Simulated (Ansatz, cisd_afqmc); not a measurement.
System: HF, charge 0, singlet. HF (SMILES F).
B3LYP-D3(BJ)/def2-TZVP minimum from Ansatz (a quantum-chemistry and plane-wave program):
```xyz
2

F      0.0000     0.0000    -0.0925
H      0.0000     0.0000     0.8321
```
Charge 0, spin multiplicity 1.

Total energies in cc-pVTZ, 8 correlated electrons, 1 frozen orbitals. Radicals and triplets start from unrestricted determinants; spin-orbit coupling is neglected. Correlated methods leave the cores frozen. No relativity. AFQMC/CISD: phaseless, guided by CISD from CCSD amplitudes; bars are statistical, one sigma. Outlying blocks are dropped, and bars are widened where a walk drifts. Over all cases where full CI ran beside it in this data, AFQMC minus full CI had a median of +0.1 mEh and passed +0.4 mEh in a tenth of the cases.

```json
[
 {"method": "HF", "program": "Ansatz", "energy (Eh)": "-100.05760", "minus CCSDTQ (mEh)": "280.94"},
 {"method": "MP2", "program": "Ansatz", "energy (Eh)": "-100.32974", "minus CCSDTQ (mEh)": "8.80"},
 {"method": "CCSD", "program": "Ansatz", "energy (Eh)": "-100.33190", "minus CCSDTQ (mEh)": "6.65"},
 {"method": "CCSD(T)", "program": "Ansatz", "energy (Eh)": "-100.33830", "minus CCSDTQ (mEh)": "0.24"},
 {"method": "CCSDT(Q)", "program": "Ansatz", "energy (Eh)": "-100.33857", "minus CCSDTQ (mEh)": "-0.03"},
 {"method": "CCSDTQ", "program": "Ansatz", "energy (Eh)": "-100.33854", "minus CCSDTQ (mEh)": "0.00"},
 {"method": "AFQMC/CISD", "program": "cisd_afqmc", "energy (Eh)": "-100.3385 ± 0.0002", "minus CCSDTQ (mEh)": "0.0 ± 0.2"}
]
```

Rough core times of Ansatz's runs on a shared machine: CCSD(T) under 20 s, CCSDT(Q) under 20 s, CCSDTQ 3 min.
